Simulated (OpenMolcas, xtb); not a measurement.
[CF3]+ (SMILES F[C+](F)F): the HOMO–LUMO gap, rung by rung

[CF3]+ has 4 atoms, charge +1, and is taken as a singlet. As SMILES, `F[C+](F)F`. Geometry: relaxed at PBE0-D4/def2-TZVP.

| atom | x (Å) | y (Å) | z (Å) |
| --- | --- | --- | --- |
| F | 0.6986 | -0.1146 | 1.0054 |
| C | 0.0000 | 0.0000 | 0.0000 |
| F | -0.6095 | -0.9734 | -0.4394 |
| F | -0.0890 | 1.0880 | -0.5660 |

Each level gives the HOMO–LUMO gap (eV). The values are calculated.

| level | kind | program | value (eV) |
| --- | --- | --- | --- |
| GFN0-xTB | semi-empirical | xtb | 4.77 |
| HF/def2-SVPD | Hartree–Fock | OpenMolcas | 22.43 |
| SVWN5/def2-SVPD | LDA | OpenMolcas | 7.64 |
| BLYP/def2-SVPD | GGA | OpenMolcas | 7.76 |
| revPBE/def2-SVPD | GGA | OpenMolcas | 7.81 |
| r2SCAN/def2-SVPD | meta-GGA | OpenMolcas | 8.71 |
| M06-2X/def2-SVPD | hybrid meta-GGA | OpenMolcas | 14.81 |
| B2PLYP/def2-SVPD | double hybrid | OpenMolcas | 15.39 |

The values span 4.77 to 22.43 eV. Orbital gaps aren't excitation energies, and those of double hybrids come from the SCF part alone; they tend to grow with the share of exact exchange.
